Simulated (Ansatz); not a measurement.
**What [B2H4]− (SMILES B[BH2-]) costs in Ansatz**

[B2H4]−: 6 atoms, total charge -1, spin state doublet. SMILES: `B[BH2-]`. The shape is that of a GFN2-xTB optimisation.

```xyz
6

B    -0.1716   -0.7714   -0.0253
B     0.1693    0.7737    0.0273
H    -0.5804   -1.4388    0.9210
H    -0.0699   -1.4854   -1.0207
H     0.5757    1.4355   -0.9254
H     0.0769    1.4865    1.0230
```

Program: Ansatz 0.2.0. Hardware: 1 thread of Arm Neoverse V2, shared host, so times are rough. Ansatz fits the integrals of SCF and DFT runs by default. Its times include its search for lower SCF states.

Estimate their order by wall time, quickest first.
A. energy at U-r2SCAN/STO-3G
B. energy at UB3LYP/STO-3G
C. energy at UCCSDT/STO-3G, 2 core orbitals frozen
D. energy at UCCSDTQ/STO-3G, 2 core orbitals frozen
E. energy at UCCSD(T)/STO-3G, 2 core orbitals frozen

E (0.12 s), C (0.4 s), B (1 s), A (2.8 s), D (15 s).
